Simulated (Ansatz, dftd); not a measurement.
Reaction: CHN (SMILES C#N) → CHN (parent SMILES C#N, triplet)
Each species at its own B3LYP-D3(BJ)/def2-TZVP minimum (Ansatz, a quantum-chemistry and plane-wave program).

Quantity: adiabatic triplet-singlet gap (electronic), in kcal/mol. UHF or UKS for unpaired electrons; spin-orbit terms are left out. Cores are frozen in correlated methods. Rows without X2C or -DK are non-relativistic. CBS(X,Y): correlation extrapolated as X^-3, Hartree-Fock from the larger set (Q,5: extrapolated as (X+1)exp(-9√X)). A bracket is a step between two methods taken in the basis named. The functionals are non-relativistic, so their misses hold any scalar relativity. '+ core + X2C': CCSD(T) terms for core correlation (cc-pwCVTZ) and scalar relativity (cc-pVTZ-DK). The UHF reference of CHN (parent SMILES C#N, triplet) is spin-contaminated (<S^2> up to 0.08 over the pure value in the sets run). The spin of CHN (parent SMILES C#N, triplet) was assumed, and the state is the lowest solution found for it.

Compared with CCSD(T)/CBS(cc-pVQZ,cc-pV5Z) + [CCSDT(Q) - CCSD(T)]/cc-pVQZ + [CCSDTQ - CCSDT(Q)]/cc-pVDZ + core + X2C (Ansatz): 111.1 kcal/mol.

Costs are rough ratios of core time, to one figure, on one kind of shared machine, summed over the single points of the molecules; atoms, geometries and frequencies are left out. The first row took roughly 4 core seconds; short runs hold start-up time.

```
level                            program  cost relative to the first row  difference (kcal/mol)
------------------------  --------------  ------------------------------  ---------------------
PBE0-D3(BJ)/def2-TZVPD    Ansatz + dftd3                               1                   -5.9
r2SCAN-D3(BJ)/def2-TZVPD  Ansatz + dftd3                               1                   -8.6
B3LYP-D3(BJ)/def2-TZVPD   Ansatz + dftd3                               1                   -3.5
CCSD(T)/cc-pVTZ                   Ansatz                              10                   -0.8
CCSDTQ/cc-pVDZ                    Ansatz                             400                   -6.6
CCSDT(Q)/cc-pVQZ                  Ansatz                            2000                   -1.2
```

The dearest row costs roughly 2000 times the first. Costs within a factor of two don't rank. The table holds for this case alone.
